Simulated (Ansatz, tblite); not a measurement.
**The cluster Na2Te: removing and adding an electron**

One table from this session's results is given with a row withheld; the runs are named, their logs left out.

Method: as each input shows; program: Ansatz 0.2.0, Gaussian basis.

The runs, in order: charge +1 doublet, at the geometry of the singlet (PBE0-D4/def2-TZVP, PBE-D4/def2-TZVP, r2SCAN-D4/def2-TZVP, CCSD(T)/def2-TZVPP); charge +1 doublet, relaxed (PBE0-D4/def2-TZVP, PBE-D4/def2-TZVP); charge -1 doublet, at the geometry of the singlet (PBE0-D4/def2-TZVPD, PBE-D4/def2-TZVPD, r2SCAN-D4/def2-TZVPD, CCSD(T)/def2-TZVPD); the starting singlet's energies come from earlier runs.

3 further runs of the same task are left out: 3 set aside as unsound or not needed.

## The structure

The geometry is that of the singlet, from an earlier relaxation (r2SCAN-D4/def2-TZVP). At that level it is the lowest of the isomers that a small search found.

3 atoms, charge 0, spin multiplicity 1.

Atoms are counted from 1 here; the program's logs count them from 0.

Bond lengths: Na1–Te3 2.748 Å, Na2–Te3 2.747 Å. Angles: Na1–Te3–Na2 104.2°.

Te takes a core potential in the def2 sets. No spin-orbit coupling is included.

The first run:

Contents of in.yaml:

```yaml
crystal:
  periodic: [false, false, false]
  atoms:
    - {symbol: Na, position_ang: [1.824164, -0.984801, -0.846980]}
    - {symbol: Na, position_ang: [-0.962423, 1.501003, 1.354638]}
    - {symbol: Te, position_ang: [-0.861742, -0.516202, -0.507658]}
basis:
  gaussian: {orbitals: def2-TZVP}
total_charge: 1
magnetization: {spin_polarized: true, initial_magnetization: 1}
hamiltonian: {xc: pbe0, dispersion: d4}
output: {orbitals: {seedname: orbitals}}
```

Started as:

```sh
> ansatz run in.yaml --threads 4 --pin off --events-out ev --progress --plain --max-ram 3916MiB
```

Among the steps run: Charge +1 doublet at the fixed geometry, PBE0-D4/def2-TZVP; Charge +1 doublet at the fixed geometry, PBE-D4/def2-TZVP; Charge +1 doublet at the fixed geometry, r2SCAN-D4/def2-TZVP; Charge +1 doublet at the fixed geometry, CCSD(T)/def2-TZVPP; Relaxing the charge +1 doublet; Charge +1 doublet, PBE0-D4/def2-TZVP; Charge +1 doublet, PBE-D4/def2-TZVP; Charge -1 doublet at the fixed geometry, PBE0-D4/def2-TZVPD; Charge -1 doublet at the fixed geometry, PBE-D4/def2-TZVPD; Charge -1 doublet at the fixed geometry, r2SCAN-D4/def2-TZVPD; Charge -1 doublet at the fixed geometry, CCSD(T)/def2-TZVPD.

One of the session's tables, all rows but one given; the rest of the session is left out.

It belongs to the step «Vertical electron affinity». 

| method | vertical electron affinity (eV) |
| --- | --- |
| HF/def2-TZVPD | 0.26 |
| PBE-D4/def2-TZVPD | 0.71 |
| r2SCAN-D4/def2-TZVPD | 0.64 |
| PBE0-D4/def2-TZVPD | ? |
| MP2/def2-TZVPD | 0.38 |
| CCSD/def2-TZVPD | 0.42 |
| CCSD(T)/def2-TZVPD | 0.46 |

Estimate the missing values for PBE0-D4/def2-TZVPD.

The run gave: vertical electron affinity (eV): 0.63. In the column «vertical electron affinity (eV)» it lies between CCSD(T)/def2-TZVPD (0.46) and r2SCAN-D4/def2-TZVPD (0.64).

Limits of these values: The anion's highest level is positive in at least one run, so there the basis alone may hold the extra electron.
